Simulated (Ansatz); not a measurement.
**B2+ (quartet): the correlation ladder, cc-pVTZ**

Aim: climb from Hartree-Fock through coupled cluster and multireference methods for B2+ (quartet) at one geometry and basis, and see what each rung misses.

Method: cc-pVTZ, core rule «outside noble gas», up to 2 orbitals frozen; program: Ansatz 0.2.0, Gaussian basis.

The runs, in order: UHF; CCSD(T) on ROHF; CCSD(T) on UHF; BCCD(T) on ROHF; CISD as a restricted active space (open shells left free, so some higher excitations enter); CCSDT(Q) on ROHF; CCSDT(Q) on UHF; CASSCF and MRCISD+Q, 5 electrons in 8 orbitals; CASSCF and NEVPT4(SD), 5 electrons in 8 orbitals; CASSCF and NEVPT2, 5 electrons in 8 orbitals; Full CI.

11 further runs of the same task are left out: 4 that didn't finish, 7 set aside as unsound or not needed. Runs told in other sessions of the task aren't counted.

### Step 1. The geometry

The geometry is a PBE0/def2-TZVP stationary point (not a proven minimum).

2 atoms, charge 1, spin multiplicity 4.

Atoms are counted from 1 here; the program's logs count them from 0.

Bond lengths: B1–B2 1.628 Å.

### Step 2. UHF

Input file in.yaml:

```yaml
crystal:
  periodic: [false, false, false]
  atoms:
    - {symbol: B, position_ang: [0.000000, 0.000000, 0.000000]}
    - {symbol: B, position_ang: [0.000000, 0.000000, 1.628200]}
basis:
  gaussian: {orbitals: cc-pVTZ}
total_charge: 1
magnetization: {spin_polarized: true, initial_magnetization: 3}
hamiltonian: {xc: hf}
output: {orbitals: {seedname: orbitals}}
```

The run is started by

```sh
ansatz run in.yaml --threads 1 --pin off --events-out ev --progress --plain --max-ram 2393MiB
```

After this run come: CCSD(T) on ROHF; CCSD(T) on UHF; BCCD(T) on ROHF; CISD as a restricted active space (open shells left free, so some higher excitations enter); CCSDT(Q) on ROHF; CCSDT(Q) on UHF; CASSCF and MRCISD+Q, 5 electrons in 8 orbitals; CASSCF and NEVPT4(SD), 5 electrons in 8 orbitals; CASSCF and NEVPT2, 5 electrons in 8 orbitals; Full CI.

Before running them: what should the planned runs give, taken together? Wanted: FCI from the RHF energy; RMP2 from FCI; UMP2 from FCI; RCCSD from FCI; RCCSD(T) from FCI; UCCSD(T) from FCI; RCCSDT(Q) from FCI; UCCSDT(Q) from FCI; NEVPT2 valence from FCI.

**Answer**, as computed:

```
                         quantity                                                                                                value
          FCI from the ROHF energy                                                                                           -2.4694 eV
                    RMP2 from FCI                                                                                         +61.3 kJ/mol
                    UMP2 from FCI                                                                                         +61.2 kJ/mol
                   RCCSD from FCI                                                                                         +10.7 kJ/mol
                RCCSD(T) from FCI                                                                                          +2.6 kJ/mol
                UCCSD(T) from FCI                                                                                          +2.5 kJ/mol
               RCCSDT(Q) from FCI                                                                                          +0.1 kJ/mol
               UCCSDT(Q) from FCI                                                                                           0.0 kJ/mol
          NEVPT2 valence from FCI                                                                                         +29.0 kJ/mol
      NEVPT4(SD) valence from FCI                                                                                          +4.7 kJ/mol
        MRCISD+Q valence from FCI                                                                                          +1.5 kJ/mol
levels within 1 kcal/mol (43 meV)  RCCSD(T), UCCSD(T), BCCD(T), RCCSDT, UCCSDT, RCCSDT(Q), UCCSDT(Q), MRCISD valence, MRCISD+Q valence
                    T1 diagnostic                                                                                                0.021
   effectively unpaired electrons                                                                                                 3.03
```

What this shows: RCCSD(T) misses by +2.6 kJ/mol, 1.1 % of the correlation energy. One determinant dominates. Of the multireference levels listed MRCISD+Q valence comes nearest in total energy (+1.5 kJ/mol), which doesn't show that its space is the better one. These misses are within one basis, not against nature; the frozen cores of restricted and unrestricted runs differ, which can shift their rows.

Levels on UHF freeze UHF's core orbitals, full CI those of ROHF, so the U rows can settle a little off it for that reason alone.

With open shells the CI space here admits some higher excitations, so it is larger than plain CISD.
